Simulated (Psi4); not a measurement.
**One shape, several levels: C2HClF2 (SMILES FC(F)=CCl)**

Wanted: a comparison of 3 runs (HF/6-31G*, MP2/6-31G*, CCSD/6-31G*) of C2HClF2. 

The calculation is run with Psi4 1.11.

### 1 The molecule

C2HClF2: 6 atoms, total charge 0, spin state singlet. As SMILES, `FC(F)=CCl`. One bond was lengthened or shortened from a relaxed shape.

Bond lengths: F1–C2 1.312 Å, C2–F3 1.305 Å, C2–C4 1.519 Å, C4–Cl5 1.706 Å, C4–H6 1.079 Å. Angles: F1–C2–F3 111.1°, F1–C2–C4 123.1°, F3–C2–C4 125.8°, C2–C4–Cl5 122.3°, C2–C4–H6 120.1°, Cl5–C4–H6 117.5°.

### 2 A single-point energy at HF/6-31G(d) (spherical functions) (run 1)

calc.in reads:

```
memory 2200 mb

molecule system {
  0 1
  F      0.973904    -0.988707     1.388073
  C      0.340544    -0.740527     0.266403
  F      0.265404    -1.810947    -0.476697
  C     -0.218360     0.626770    -0.086550
  Cl    -1.039010     0.926430    -1.552100
  H     -0.103800     1.452000     0.598970
  units angstrom
  symmetry c1
  no_reorient
  no_com
}

set puream true
set e_convergence 1e-09
set d_convergence 1e-08
set scf_type pk

result, w = energy('scf/6-31G*', return_wfn=True)
oeprop(w, 'WIBERG_LOWDIN_INDICES', 'LOWDIN_CHARGES', 'DIPOLE', title='SCF')
print_variables()
```

The run is started by

```bash
$ psi4 calc.in calc.out -n 1
```

calc.out:

```text
[...]
  Running in c1 symmetry.
[...]
  Nuclear repulsion =  206.006429487950044
[...]
  Multiplicity = 1
[...]
  Nalpha       = 24
  Nbeta        = 24
[...]
    Number of basis functions: 76
[...]
   @RHF iter   1:  -734.49905086153512   -6.04875e-01   5.47379e-03 DIIS/ADIIS
[...]
   @RHF iter  13:  -734.58339688381409   -1.59162e-12   4.56367e-09 DIIS
[...]
  @RHF Final Energy:  -734.58339688381409
   => Energetics <=
    Nuclear Repulsion Energy =            206.0064294879500437
    One-Electron Energy =               -1425.3641631929660889
    Two-Electron Energy =                 484.7743368212018709
    Total Energy =                       -734.5833968838142027
[...]
 Multipole Moments:
 ------------------------------------------------------------------------------------
     Multipole            Electronic (a.u.)      Nuclear  (a.u.)        Total (a.u.)
 ------------------------------------------------------------------------------------
 L = 1.  Multiply by 2.5417464519 to convert [e a0] to [Debye]
 Dipole X            :         11.2601339          -11.1117673            0.1483666
 Dipole Y            :         16.5554872          -16.3992663            0.1562209
 Dipole Z            :         31.5720335          -31.1903606            0.3816730
 Magnitude           :                                                    0.4382829
[...]
```

Run time: 6.9 s. Hardware: 1 thread of Intel Xeon at 2.50GHz (Skylake/Cascade Lake), shared host; peak memory 0.25 GiB.

### 3 The energy at MP2/6-31G(d) (spherical functions) (run 2)

job.dat reads:

```
memory 2200 MB

molecule geom {
  0 1
  F      0.973904    -0.988707     1.388073
  C      0.340544    -0.740527     0.266403
  F      0.265404    -1.810947    -0.476697
  C     -0.218360     0.626770    -0.086550
  Cl    -1.039010     0.926430    -1.552100
  H     -0.103800     1.452000     0.598970
  symmetry c1
}

set {
  basis           6-31G*
  reference       rhf
  puream          true
  e_convergence   1e-09
  d_convergence   1e-08
  scf_type        pk
  num_frozen_docc 9
  mp2_type        conv
}

e_tot = energy("mp2")
```

The run is started by

```bash
$ psi4 -i job.dat -o job.out -n 1
```

job.out:

```text
[...]
  Running in c1 symmetry.
[...]
  Nuclear repulsion =  206.006429487950044
[...]
  Multiplicity = 1
[...]
  Nalpha       = 24
  Nbeta        = 24
[...]
    Number of basis functions: 76
[...]
   @RHF iter   1:  -734.49905086153649   -6.04875e-01   5.47379e-03 DIIS/ADIIS
[...]
   @RHF iter  13:  -734.58339688381477   -1.47793e-12   4.56367e-09 DIIS
[...]
  @RHF Final Energy:  -734.58339688381477
   => Energetics <=
    Nuclear Repulsion Energy =            206.0064294879500437
    One-Electron Energy =               -1425.3641631929681353
    Two-Electron Energy =                 484.7743368212032919
    Total Energy =                       -734.5833968838147712
[...]
 Multipole Moments:
 ------------------------------------------------------------------------------------
     Multipole            Electronic (a.u.)      Nuclear  (a.u.)        Total (a.u.)
 ------------------------------------------------------------------------------------
 L = 1.  Multiply by 2.5417464519 to convert [e a0] to [Debye]
 Dipole X            :          0.6811126           -0.5327459            0.1483666
 Dipole Y            :         -2.6040997            2.7603205            0.1562209
 Dipole Z            :         -0.0900549            0.4717279            0.3816730
 Magnitude           :                                                    0.4382829
[...]
	SCS-MP2 Total Energy (a.u.)        :  -735.28364414000998
	SOS-MP2 Total Energy (a.u.)        :  -735.21771023875340
	SCSN-MP2 Total Energy (a.u.)       :  -734.93152788244936
[...]
	SOS-PI-MP2 Total Energy (a.u.)     :  -735.32342913124307
[...]
	MP2 Total Energy (a.u.)            :  -735.30979305003325
[...]
```

Run time: 11 s. Hardware: 1 thread of Intel Xeon at 2.50GHz (Skylake/Cascade Lake), shared host; peak memory 0.33 GiB.

### 4 The energy at CCSD/6-31G(d) (spherical functions) (run 3)

c2hclf2.xyz reads:

```xyz
6
C2HClF2
F      0.973904    -0.988707     1.388073
C      0.340544    -0.740527     0.266403
F      0.265404    -1.810947    -0.476697
C     -0.218360     0.626770    -0.086550
Cl    -1.039010     0.926430    -1.552100
H     -0.103800     1.452000     0.598970
```

calc.py reads:

```python
import psi4

psi4.set_memory('2200 MB')
psi4.set_num_threads(1)
psi4.set_output_file('run.log', False)

with open('c2hclf2.xyz') as f:
    atoms = ''.join(f.readlines()[2:])
m = psi4.geometry('0 1\n' + atoms + 'symmetry c1')

psi4.set_options(dict(puream=True, e_convergence=1e-09, d_convergence=1e-08, scf_type='pk', num_frozen_docc=9))

e_tot, wfn = psi4.energy("ccsd/6-31G*", return_wfn=True)
print('E =', round(e_tot, 9))
```

The run is started by

```bash
$ python calc.py
```

run.log:

```text
[...]
  Running in c1 symmetry.
[...]
  Nuclear repulsion =  206.006429487950044
[...]
  Multiplicity = 1
[...]
  Nalpha       = 24
  Nbeta        = 24
[...]
    Number of basis functions: 76
[...]
   @RHF iter   1:  -734.49905086153649   -6.04875e-01   5.47379e-03 DIIS/ADIIS
[...]
   @RHF iter  13:  -734.58339688381477   -1.47793e-12   4.56367e-09 DIIS
[...]
  @RHF Final Energy:  -734.58339688381477
   => Energetics <=
    Nuclear Repulsion Energy =            206.0064294879500437
    One-Electron Energy =               -1425.3641631929681353
    Two-Electron Energy =                 484.7743368212032919
    Total Energy =                       -734.5833968838147712
[...]
 Multipole Moments:
 ------------------------------------------------------------------------------------
     Multipole            Electronic (a.u.)      Nuclear  (a.u.)        Total (a.u.)
 ------------------------------------------------------------------------------------
 L = 1.  Multiply by 2.5417464519 to convert [e a0] to [Debye]
 Dipole X            :          0.6811126           -0.5327459            0.1483666
 Dipole Y            :         -2.6040997            2.7603205            0.1562209
 Dipole Z            :         -0.0900549            0.4717279            0.3816730
 Magnitude           :                                                    0.4382829
[...]
      * MP2 total energy                      = -735.309793050032340
[...]
      * CCSD total energy                     = -735.334216715814932
```

Standard output:

```text
E = -735.334216716
```

Run time: 45 s. Hardware: 1 thread of Intel Xeon at 2.50GHz (Skylake/Cascade Lake), shared host; peak memory 0.38 GiB.

### 5 Overview of the runs

| run | level | frozen core orbitals | properties | energy (Eh) | HOMO energy (eV) | LUMO energy (eV) | HOMO–LUMO gap (eV) | wall time |
| --- | --- | --- | --- | --- | --- | --- | --- | --- |
| 1 | HF/6-31G* (spherical functions) | 0 | (wiberg, lowdin, dipole) | -734.583397 | -9.26 | 3.44 | 12.70 | 6.9 s |
| 2 | MP2/6-31G* (spherical functions) | 9 | – | -735.309793 | -9.26 | 3.44 | 12.70 | 11 s |
| 3 | CCSD/6-31G* (spherical functions) | 9 | – | -735.334217 | -9.26 | 3.44 | 12.70 | 45 s |

### 6 Results

```
                                          quantity          value
                               run 3: total energy  -735.33422 Eh
        run 3: HOMO energy (Hartree–Fock orbitals)       -9.26 eV
        run 3: LUMO energy (Hartree–Fock orbitals)        3.44 eV
      run 3: HOMO–LUMO gap (Hartree–Fock orbitals)       12.70 eV
run 3: correlation energy (9 core orbitals frozen)     -750.8 mEh
                              run 3: T1 diagnostic          0.014
```

Below the HF energy at the same shape and in the same basis (6-31G*): MP2 -726.4 mEh; CCSD -750.8 mEh. All runs together took 63 s, the longest 45 s.
